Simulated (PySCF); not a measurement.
Structure revision by computed shifts

A compound C$_{5}$H$_{10}$O gives the data below (simulated from a calculation) and was assigned the structure `C=C(CC)OC`.

13C{1H} NMR (computed): δ 217.2 (C), 43.9 (CH), 31.5 (CH3), 20.8 (CH3, 2C).

1H NMR (600 MHz, computed): δ 2.48 (sept, 1H), 2.17 (s, 3H), 1.08 (d, 6H).

A single conformation, relativity neglected, no solvent, averaged over atoms made equivalent by symmetry, fast rotation or ring inversion. σ from GIAO-PBE0/pcSseg-1; GFN2-xTB geometry; PySCF.

Shifts are taken against calculated references (same method and geometry level): 1H and 13C vs TMS.

Q: Compare with the shifts computed for the proposed structure, pairing carbons in order of shift.

A: Atoms are numbered as in `[CH2:1]=[C:2]([CH2:3][CH3:4])[O:5][CH3:6]`; H(Xn) means a hydrogen on atom n.

```csv
atom,computed for proposal,given list,difference
C2,176.2,217.2,-41.0
C1,81.9,43.9,+38.0
C6,56.0,31.5,+24.5
C3,34.8,20.8,+14.0
C4,18.1,20.8,-2.7
```

The rms difference is 28.0 ppm and the largest -41.0 ppm at C2 (alkene carbon bearing oxygen). The proposal also would give 5 carbon signals, not 4. The carbon types in order of shift don't match either: C, CH2, CH3, CH2, CH3 for the proposal against C, CH, CH3, CH3, CH3 in the data. The proposal doesn't fit.

Q: Which isomer fits?

A: SMILES O=C(C)C(C)C.

1. Carbon types of the structure: 1 × C, 1 × CH, 3 × CH3, which accounts for all hydrogens.
2. δC 217.2: ketone carbonyl carbon; low-lying n→π* states of the double bond to the heteroatom give a large paramagnetic term (-281 ppm).
3. δC 43.9: sp3 CH α to a carbonyl; the adjacent C=O deshields it moderately.
4. δH 2.48: hydrogen on an sp3 CH α to a carbonyl; α to C=O.
5. δH 2.17: hydrogen on a methyl carbon α to a carbonyl; α to C=O.

Other isomers checked: C=C(C)OCC (rms 31.9 ppm).

The data come from this structure; uniqueness wasn't tested.

Shifts are as computed. Against solution values, carbons near 30 ppm lie about +3 ppm off and those near 130 ppm about +5 ppm. Of 1211 compounds with measured shifts, 218 miss one by over three times the rms of a fit or turn the order of signals round; such compounds aren't used in these exercises. No couplings were computed; multiplicities are counted from neighbouring protons, with m where these are inequivalent, close in shift, in a saturated or five-membered ring or joined by F or P, and br s for small geminal =CH2 splittings.
